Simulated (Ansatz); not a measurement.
**C$_{2}$H$_{3}$ClO, singlet: the ladder up to RCCSDT(Q)**

Geometry: MP2(full)/6-31G*, from the G2/97 set.

```xyz
7

C     0.0781    0.5749    0.0000
C     1.5642    0.7674    0.0000
Cl   -0.3741   -1.1670    0.0000
O    -0.7674    1.4260    0.0000
H     1.7792    1.8358    0.0000
H     1.9960    0.2911    0.8827
H     1.9960    0.2911   -0.8827
```

Basis 6-31G* (Cartesian d functions); Ansatz 0.2.0. Only valence electrons are correlated (noble-gas cores frozen), which leaves 24 electrons in 62 orbitals. R marks a restricted (for open shells ROHF) determinant. Active spaces: frontier = (8e, 8o) about the gap.

Full CI isn't at hand for all of this; RCCSDT(Q) serves as the reference, and is uncertain by about the last step of the cluster series.

```
UHF ⟨S²⟩                          : 0.000
T1 diagnostic (RCCSD)             : 0.0147
largest doubles amplitude (RCCSD) : 0.062
```

```json
{"level": "RHF", "E − E(RCCSDT(Q)) (kcal/mol)": "387.78", "share of correlation (%)": "0.00", "wall time": "–"}
{"level": "RMP2", "E − E(RCCSDT(Q)) (kcal/mol)": "31.66", "share of correlation (%)": "91.83", "wall time": "–"}
{"level": "CISD", "E − E(RCCSDT(Q)) (kcal/mol)": "65.12", "share of correlation (%)": "83.21", "wall time": "17 s"}
{"level": "RCCSD", "E − E(RCCSDT(Q)) (kcal/mol)": "14.14", "share of correlation (%)": "96.35", "wall time": "–"}
{"level": "RCCSD(T)", "E − E(RCCSDT(Q)) (kcal/mol)": "1.59", "share of correlation (%)": "99.59", "wall time": "2.2 s"}
{"level": "BCCD(T)", "E − E(RCCSDT(Q)) (kcal/mol)": "1.41", "share of correlation (%)": "99.64", "wall time": "2.3 s"}
{"level": "RCCSDT", "E − E(RCCSDT(Q)) (kcal/mol)": "1.00", "share of correlation (%)": "99.74", "wall time": "–"}
```

The correlation energy at RCCSDT(Q), counted from RHF, is -16.816 eV. That run took 25 s on 2 threads of AMD EPYC 7R13 with a shared H100 80 GB, shared host.

Run but not shown, since their state or frozen core can't be matched to the reference's or they repeat it: CASSCF (frontier space), NEVPT2 (frontier space), NEVPT4(SD) (frontier space), MRCISD (frontier space), MRCISD+Q (frontier space).

Times hold each run's SCF and search for its determinant on a shared host, so for small cases they say little of a method's own cost; they ran on 1 thread of AMD EPYC 7R13.

Atomization energy (electronic, same basis, no zero-point term; atoms at the same level, unrestricted beside the R rows where the molecule is a closed shell, with restricted open-shell steps beyond CCSDT(Q)) at RCCSDT(Q): 2568.5 kJ/mol. Errors of other levels:

```json
{"level": "RHF", "error (kJ/mol)": "-624.5"}
{"level": "RMP2", "error (kJ/mol)": "65.2"}
{"level": "CISD", "error (kJ/mol)": "-242.1"}
{"level": "RCCSD", "error (kJ/mol)": "-45.1"}
{"level": "RCCSD(T)", "error (kJ/mol)": "-3.7"}
{"level": "BCCD(T)", "error (kJ/mol)": "-2.4"}
{"level": "RCCSDT", "error (kJ/mol)": "-3.7"}
```

This basis is far from its limit, so the value isn't to be set against a measured one. Truncated CI isn't size-consistent, which counts against it in atomization.
